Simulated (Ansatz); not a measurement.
Fluorite SrCl2 was calculated with r²SCAN (plane waves, PAW; Ansatz, a quantum-chemistry and plane-wave program).

Numerical settings: plane-wave cutoff 600 eV, 6×6×6 k mesh, scalar-relativistic PAW data made under PBE.

Cell (measured lattice):

SrCl₂ is taken in the cubic space group Fm-3m (No. 225), the fluorite structure, Pearson symbol cF12. Cell: a = b = c = 6.9744 Å, α = β = γ = 90.00°. Sr on 4a sees 8 Cl at 3.020 Å (cubic). Cl on 8c has 4 Sr at 3.020 Å (tetrahedral). (Neighbours: up to the widest gap in distance over summed covalent radii, below 1.35, at either atom; cation-cation and far metal-metal contacts left out.)
(The calculation used a cell of 3 atoms; values per cell refer to that cell.)

### Question
Estimate the elastic constant C11, Poisson ratio, elastic constant C44, Voigt–Reuss–Hill bulk modulus and elastic constant C12 that the calculation returns.

### Answer

elastic constant C11: 75.8 GPa
Poisson ratio: 0.326
elastic constant C44: 10.1 GPa
Voigt–Reuss–Hill bulk modulus: 39.0 GPa
elastic constant C12: 20.6 GPa

Note: the cell isn't this level's own, so it is under some stress, which shifts stiffness and frequencies.

Elastic constants are with the ions relaxed.
